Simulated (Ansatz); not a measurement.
# CCl₄: up Jacob's ladder to CCSD(T)

The task here is to estimate one member of a computed series from the others.

Computed with Ansatz 0.2.0, Gaussian basis. Level: functionals in def2-TZVPP, the program's frozen cores in correlated methods.

The runs, in order: LDA (SPW92), PBE-D4, revPBE-D4, BLYP-D4, r2SCAN-D4, B97M-V, PBE0-D4, B3LYP-D4, r2SCANh-D4, r2SCAN0-D4, HSE06-D4, BHLYP-D4, CAM-B3LYP-D4, LC-ωPBE, ωB97X-V, ωB97M-V, B2PLYP, PBE-QIDH; CCSD(T)/def2-SVP; CCSD(T)/def2-TZVPP; MP2/def2-QZVPP; extrapolation to the limit; RPA on PBE.

### The relaxed structure

The geometry comes from an earlier relaxation with PBE0-D4 in a triple-zeta def2 set; it is a stationary point.

5 atoms, charge 0, spin multiplicity 1.

Atoms are counted from 1 here; the program's logs count them from 0.

Bond lengths: C1–Cl2 1.763 Å, C1–Cl3 1.763 Å, C1–Cl4 1.763 Å, C1–Cl5 1.763 Å. Angles: Cl2–C1–Cl3 109.5°, Cl2–C1–Cl4 109.5°, Cl2–C1–Cl5 109.5°, Cl3–C1–Cl4 109.5°, Cl3–C1–Cl5 109.5°, Cl4–C1–Cl5 109.5°.

The first run:

Input file in.yaml:

```yaml
crystal:
  periodic: [false, false, false]
  atoms:
    - {symbol: C, position_ang: [0.000000, 0.000000, -0.000000]}
    - {symbol: Cl, position_ang: [1.017783, 1.017783, 1.017783]}
    - {symbol: Cl, position_ang: [-1.017783, -1.017783, 1.017783]}
    - {symbol: Cl, position_ang: [-1.017783, 1.017783, -1.017783]}
    - {symbol: Cl, position_ang: [1.017783, -1.017783, -1.017783]}
basis:
  gaussian: {orbitals: def2-TZVPP}
hamiltonian: {xc: lda}
output: {orbitals: {seedname: orbitals}}
```

The run is started by

```bash
ansatz run in.yaml --threads 4 --pin off --events-out ev --progress --plain --max-ram 10444MiB
```

Among the steps run: LDA; PBE-D4 (GGA); revPBE-D4 (GGA); BLYP-D4 (GGA); r2SCAN-D4 (meta-GGA); B97M-V (meta-GGA); B3LYP-D4 (hybrid); r2SCANh-D4 (hybrid); r2SCAN0-D4 (hybrid); HSE06-D4 (hybrid); BHLYP-D4 (hybrid); CAM-B3LYP-D4 (range-separated); LC-ωPBE (range-separated); ωB97X-V (range-separated); ωB97M-V (range-separated); B2PLYP (double hybrid); PBE-QIDH (double hybrid).

One table of the session follows, with a row left open; its other results are not shown here.

It belongs to the step «Orbital energies across the functionals». 

```
  functional  HOMO (eV)  gap (eV)
 LDA (SPW92)      -7.74      5.04
      PBE-D4      -7.59      5.07
   revPBE-D4      -7.54      5.10
     BLYP-D4      -7.42      5.04
   r2SCAN-D4      -7.98      5.51
      B97M-V      -8.08      5.73
     PBE0-D4          ?         ?
    B3LYP-D4      -8.76      7.07
  r2SCANh-D4      -8.51      6.45
  r2SCAN0-D4      -9.30      7.87
    HSE06-D4      -8.65      6.81
    BHLYP-D4     -10.37     10.13
CAM-B3LYP-D4     -10.44     10.25
     LC-ωPBE     -11.92     13.05
     ωB97X-V     -11.51     12.45
     ωB97M-V     -11.32     12.17
```

**Question.** Estimate the row for PBE0-D4.

**Answer.** HOMO (eV): -9.06; gap (eV): 7.61. In the column «HOMO (eV)» it lies between r2SCAN0-D4 (-9.30) and B3LYP-D4 (-8.76).
